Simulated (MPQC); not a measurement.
# SiH2O (SMILES O[SiH]) at 6 levels

Aim: a comparison of 6 runs (HF/3-21G, HF/def2-SVP, PBE0/def2-SVP, SVWN5/cc-pVDZ, B3LYP/def2-TZVP, MP2/3-21G) of SiH2O. 

The calculation is run with MPQC 2.3.1.

1 further run of the same task is left out (set aside as unsound or not needed).

### 1 The system as given

SiH2O has 4 atoms, charge 0, and is taken as a singlet. As SMILES, `O[SiH]`. The coordinates come from a GFN2-xTB relaxation.

Bond lengths: O1–Si2 1.649 Å, O1–H3 0.952 Å, Si2–H4 1.481 Å. Angles: O1–Si2–H4 92.1°, Si2–O1–H3 123.5°.

### 2 Energy and gradient at HF/3-21G (run 1)

Input file run.in:

```
% H2OSi
molecule<Molecule>: (
    symmetry = c1
    unit = angstrom
    { atoms geometry } = {
        O  [ 0.083240 -0.684270 0.232470 ]
        Si [ 0.213460 0.930990 -0.075430 ]
        H  [ 0.683970 -1.162460 0.794790 ]
        H  [ -0.980670 0.915740 -0.951830 ]
    }
)
basis<GaussianBasisSet>: (
    name = "3-21G"
    molecule = $:molecule
    basisdir = "."
    puream = yes
)
mpqc: (
    checkpoint = no
    savestate = no
    restart = no
    do_energy = yes
    do_gradient = yes
    optimize = no
    mole<CLHF>: (
        molecule = $:molecule
        basis = $:basis
        total_charge = 0
        memory = 1000000000
        print_evals = yes
        print_npa = yes
        maxiter = 120
        value_accuracy = 1e-08
        guess_wavefunction<CLHF>: (
            molecule = $:molecule
            total_charge = 0
            memory = 1000000000
            value_accuracy = 1e-3
            basis<GaussianBasisSet>: (
                name = "STO-3G"
                molecule = $:molecule
            )
        )
    )
)
```

The basis set 3-21G is read from a file made from the Basis Set Exchange's data (not shown).

On the command line:

```bash
$ mpqc run.in > run.out
```

The log of the run:

```text
MPQC: Massively Parallel Quantum Chemistry
[...]
  LUMO is    13   A =   0.050398
  total scf energy = -362.9954967973
[...]
Value of the MolecularEnergy: -362.9954967973
  Gradient of the MolecularEnergy:
      1    0.0013348018
      2    0.0151237449
      3   -0.0027960643
      4   -0.0061654549
      5   -0.0135776868
      6   -0.0011492854
      7   -0.0065507919
      8    0.0069128195
      9   -0.0065582865
     10    0.0113814450
     11   -0.0084588777
     12    0.0105036362
[...]
      symmetry = c1
[...]
```

Run time: 0.24 s. Hardware: 1 thread of Arm Neoverse V1, shared host.

### 3 Energy and gradient at HF/def2-SVP (run 2)

Input file mol.in:

```
% H2OSi
molecule<Molecule>: (
    symmetry = c1
    unit = angstrom
    { atoms geometry } = {
        O  [ 0.083240      -0.684270       0.232470 ]
        Si [ 0.213460       0.930990      -0.075430 ]
        H  [ 0.683970      -1.162460       0.794790 ]
        H  [ -0.980670       0.915740      -0.951830 ]
    }
)
basis<GaussianBasisSet>: (
    name = "def2-SVP"
    molecule = $:molecule
    basisdir = "."
    puream = yes
)
mpqc: (
    checkpoint = no
    savestate = no
    restart = no
    do_energy = yes
    do_gradient = yes
    optimize = no
    mole<CLHF>: (
        molecule = $:molecule
        basis = $:basis
        total_charge = 0
        memory = 1000000000
        print_evals = yes
        print_npa = yes
        maxiter = 120
        value_accuracy = 1e-08
        guess_wavefunction<CLHF>: (
            molecule = $:molecule
            total_charge = 0
            memory = 1000000000
            value_accuracy = 1e-3
            basis<GaussianBasisSet>: (
                name = "STO-3G"
                molecule = $:molecule
            )
        )
    )
)
```

The basis set def2-SVP is read from a file made from the Basis Set Exchange's data (not shown).

On the command line:

```bash
$ mpqc -o mol.out mol.in
```

The log of the run:

```text
MPQC: Massively Parallel Quantum Chemistry
[...]
  LUMO is    13   A =   0.052864
  total scf energy = -364.7889717450
[...]
Value of the MolecularEnergy: -364.7889717450
  Gradient of the MolecularEnergy:
      1   -0.0056875990
      2    0.0118283116
      3   -0.0071478988
      4   -0.0062719375
      5    0.0033146576
      6   -0.0054514062
      7    0.0031354318
      8   -0.0084425961
      9    0.0044203364
     10    0.0088241046
     11   -0.0067003731
     12    0.0081789686
[...]
      symmetry = c1
[...]
```

Wall time 0.88 s (1 thread of Arm Neoverse V1, shared host).

Runs 3 to 4 aren't shown in full; the table further down has their settings and results.

### 4 Energy and forces at B3LYP/def2-TZVP (run 5)

Input file run.in:

```
% emacs should use -*- KeyVal -*- mode
molecule<Molecule>: (
   symmetry = c1
   unit = bohr
   { atoms geometry } = {
      O  [ 0.15730080  -1.29308290   0.43930463 ]
      Si [ 0.40338094   1.75931612  -0.14254204 ]
      H  [ 1.29251598  -2.19673103   1.50193543 ]
      H  [ -1.85319772   1.73049780  -1.79869802 ]
   }
)
basis<GaussianBasisSet>: (
   name = "def2-TZVP"
   molecule = $:molecule
   basisdir = "."
   puream = yes
)
mpqc: (
   checkpoint = no
   savestate = no
   restart = no
   do_energy = yes
   do_gradient = yes
   optimize = no
   mole<CLKS>: (
      molecule = $:molecule
      basis = $:basis
      total_charge = 0
      memory = 1000000000
      print_evals = yes
      print_npa = yes
      maxiter = 120
      value_accuracy = 1e-08
      functional<StdDenFunctional>: ( name = "B3LYP" )
      integrator<RadialAngularIntegrator>: ( grid = xfine )
      guess_wavefunction<CLHF>: (
         molecule = $:molecule
         total_charge = 0
         memory = 1000000000
         value_accuracy = 1e-3
         basis<GaussianBasisSet>: (
            name = "STO-3G"
            molecule = $:molecule
         )
      )
   )
)
```

The basis set def2-TZVP is read from a file made from the Basis Set Exchange's data (not shown).

On the command line:

```bash
$ mpqc run.in > run.out
```

The log of the run:

```text
MPQC: Massively Parallel Quantum Chemistry
[...]
  Integrated electron density error = -0.000063021267
  iter     1 energy = -365.5420368719 delta = 7.87666e-02
  Integrated electron density error = 0.000065906525
  iter     2 energy = -365.9196224957 delta = 3.24693e-02
[...]
  Integrated electron density error = -0.000000107228
  iter    11 energy = -365.9696773717 delta = 1.55289e-07
  Integrated electron density error = -0.000000107228
  iter    12 energy = -365.9696773717 delta = 3.34801e-08
  Integrated electron density error = -0.000000107227
  iter    13 energy = -365.9696773717 delta = 1.08546e-08
[...]
  LUMO is    13   A =  -0.080155
  total scf energy = -365.9696773717
[...]
  Integrated electron density error = -0.000000108497
  Total Gradient:
[...]
Value of the MolecularEnergy: -365.9696773717
  Gradient of the MolecularEnergy:
      1    0.0096389880
      2    0.0061557560
      3    0.0055697575
      4   -0.0124941589
      5   -0.0030423623
      6   -0.0084514436
      7   -0.0088805710
      8   -0.0000513445
      9   -0.0065337261
     10    0.0117357418
     11   -0.0030620493
     12    0.0094154122
[...]
        symmetry = c1
[...]
```

It took 40 s on 1 thread of Arm Neoverse V1, shared host; peak memory 0.5 GiB.

### 5 Energy and forces at MP2/3-21G (run 6)

Input file run.in:

```
% emacs should use -*- KeyVal -*- mode
molecule<Molecule>: (
  symmetry = c1
  unit = angstrom
  { atoms geometry } = {
    O  [ 0.083240 -0.684270 0.232470 ]
    Si [ 0.213460 0.930990 -0.075430 ]
    H  [ 0.683970 -1.162460 0.794790 ]
    H  [ -0.980670 0.915740 -0.951830 ]
  }
)
basis<GaussianBasisSet>: (
  name = "3-21G"
  molecule = $:molecule
  basisdir = "."
  puream = yes
)
mpqc: (
  checkpoint = no
  savestate = no
  restart = no
  do_energy = yes
  do_gradient = yes
  optimize = no
  mole<MBPT2>: (
    molecule = $:molecule
    basis = $:basis
    memory = 1000000000
    method = mp
    nfzc = 6
    reference<CLHF>: (
      molecule = $:molecule
      basis = $:basis
      total_charge = 0
      memory = 1000000000
      print_evals = yes
      maxiter = 120
      value_accuracy = 1e-08
      guess_wavefunction<CLHF>: (
        molecule = $:molecule
        total_charge = 0
        memory = 1000000000
        value_accuracy = 1e-3
        basis<GaussianBasisSet>: (
          name = "STO-3G"
          molecule = $:molecule
        )
      )
    )
  )
)
```

The basis set 3-21G is read from a file made from the Basis Set Exchange's data (not shown).

On the command line:

```bash
$ mpqc run.in > run.out
```

The log of the run:

```text
MPQC: Massively Parallel Quantum Chemistry
[...]
  LUMO is    13   A =   0.050398
  total scf energy = -362.9954967973
[...]
  MP2 correlation energy [au]:         -0.163464008252
  MP2 energy [au]:                   -363.158960805540
[...]
Value of the MolecularEnergy: -363.1589608055
  Gradient of the MolecularEnergy:
      1    0.0198599166
      2    0.0207780121
      3    0.0094442345
      4   -0.0132332360
      5   -0.0282699692
      6   -0.0026851125
      7   -0.0218017333
      8    0.0150077558
      9   -0.0198230723
     10    0.0151750526
     11   -0.0075157986
     12    0.0130639503
[...]
        symmetry = c1
[...]
```

It took 0.58 s on 1 thread of Arm Neoverse V1, shared host.

### 6 All runs side by side

```
run            level   starting guess  integration grid  energy (Eh)  HOMO energy (eV)  LUMO energy (eV)  HOMO–LUMO gap (eV)  wall time
  1         HF/3-21G           STO-3G                 –  -362.995497             -8.84              1.37               10.21     0.24 s
  2      HF/def2-SVP           STO-3G                 –  -364.788972             -8.90              1.44               10.34     0.88 s
  3    PBE0/def2-SVP  MINI (Huzinaga)             xfine  -365.537861             -6.29             -1.85                4.44       11 s
  4    SVWN5/cc-pVDZ           STO-3G             xfine  -364.182951             -5.11             -2.81                2.29      7.5 s
  5  B3LYP/def2-TZVP           STO-3G             xfine  -365.969677             -6.21             -2.18                4.03       40 s
  6        MP2/3-21G           STO-3G                 –  -363.158961             -8.84              1.37               10.21     0.58 s
```

### 7 Outcome

```
                                          quantity          value
                               run 6: total energy  -363.15896 Eh
        run 6: HOMO energy (Hartree–Fock orbitals)       -8.84 eV
        run 6: LUMO energy (Hartree–Fock orbitals)        1.37 eV
      run 6: HOMO–LUMO gap (Hartree–Fock orbitals)       10.21 eV
run 6: correlation energy (6 core orbitals frozen)     -163.5 mEh
                   run 6: largest force on an atom     1.700 eV/Å
```

What this shows: Over runs 1, 2, 3, 4, 5 the HOMO–LUMO gap runs from 2.29 eV (SVWN5/cc-pVDZ) to 10.34 eV (HF/def2-SVP). The two ends differ in method and basis. Totals of different functionals can't be ranked against each other. All runs together took 60 s, the longest 40 s.
